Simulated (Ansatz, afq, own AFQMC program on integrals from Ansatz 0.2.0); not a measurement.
**CH$_{3}$Al, singlet in cc-pVDZ, levels against CCSDT(Q)**

```yaml
atoms:
  - { symbol: Al, position_ang: [-0.0256, 0.0000, 0.6557] }
  - { symbol: C, position_ang: [0.0504, 0.0000, -1.3369] }
  - { symbol: H, position_ang: [0.1579, 0.0000, 2.2177] }
  - { symbol: H, position_ang: [-0.0369, 0.9125, -1.9195] }
  - { symbol: H, position_ang: [-0.0369, -0.9125, -1.9195] }
```

Connectivity, by distances: AlH–CH2.

Basis cc-pVDZ. Only valence electrons are correlated. Ansatz 0.2.0 and our own AFQMC program on the same integrals; the CISD trial comes from CCSD amplitudes, and released means the phaseless constraint is let go. Free AFQMC starts from the CCSD state and is never constrained. Its projection time is finite, and what remains of the start isn't in its error. Uncertainties: one standard error, sampling alone.

Determinant: RHF, the one that the program's search chose, which needn't be the lowest solution. The geometry is a point of a scan.

No full CI on the walks' own integrals is used here; CCSDT(Q) serves as the reference and is uncertain by about the last step of the cluster series.

Cautions: higher spins were not checked; restricted determinant unstable towards unrestricted (UHF 439 meV lower, ⟨S²⟩ 0.69); raised T1 diagnostic (T1 0.023, weight of the determinant 0.85, largest double 0.15).

The T1 diagnostic is 0.0232. The weight of the determinant in the CISD state is 0.852. The size of the correlated space is 10 electrons in 41 orbitals.

Reference: CCSDT(Q), correlation energy -6.925 eV. The released energy is read at 2.40 1/Eh (meV from the phaseless value at times in 1/Eh: -20 ± 20 at 0.24, -25 ± 18 at 0.51, -35 ± 17 at 0.99, -9 ± 20 at 1.62, -23 ± 23 at 2.40).

```
         level  E − E(reference) (kJ/mol)  share of correlation (%)
            HF                      668.1                      0.00
           MP2                      104.3                     84.39
          CCSD                       34.0                     94.91
       CCSD(T)                        5.7                     99.14
         CCSDT                        3.0                     99.55
 ph-AFQMC/CISD                  5.3 ± 1.8                     99.21
released AFQMC                  3.0 ± 2.2                     99.54
    free AFQMC                  2.3 ± 1.9                     99.65
```

Free projections are given only where their last times agree within the noise and don't stop above the reference; a slow remainder of the start can still hide under it. A walk keeps the symmetry of its determinant, which the program's search chose and which needn't be the lowest solution, so a lower state of the same spin and another symmetry isn't excluded. Released energies are given only where the last usable release times agree within the noise; a slower fall can still hide under it.
